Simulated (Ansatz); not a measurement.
Results of LDA (plane waves, PAW; Ansatz, a first-principles code) for chalcopyrite CdSnAs₂.

Settings: plane-wave cutoff 520 eV, 8×8×8 k mesh, Fermi–Dirac smearing 0.01 eV, scalar-relativistic PAW data made under PBE.

Cell (relaxed at this level):

```xyz
8
Lattice="-3.0178 3.0178 5.9482 3.0178 -3.0178 5.9482 3.0178 3.0178 -5.9482" Properties=species:S:1:pos:R:3 pbc="T T T"
Cd     0.0000     0.0000     0.0000
Cd     0.0000     3.0178     2.9741
Sn     0.0000     0.0000     5.9482
Sn     3.0178     0.0000     2.9741
As     1.5109     1.5089     7.4352
As     1.5089    -1.5109     4.4611
As     1.5069     1.5089     1.4870
As     1.5089     4.5287    -1.4870
```

Task: Give the computed bulk modulus B0 and pressure derivative B′ of the bulk modulus.

Result: 
* **bulk modulus B0**: 59.5 GPa
* **pressure derivative B′ of the bulk modulus**: 4.7

The run finds no gap.

Note: the gap of the solid is closed in this run; the relaxation could not lower the start's symmetry, so the cell can be a saddle point above a distorted one; this level leaves the solid without a gap, although one is measured; the bulk modulus comes from volumes at which shape and atoms were relaxed.

Spin–orbit coupling is not included; it can open a gap where bands touch, and shift volumes and moduli.

Computed values are for the static lattice.

It cost very roughly 40 core-minutes of CPU time.
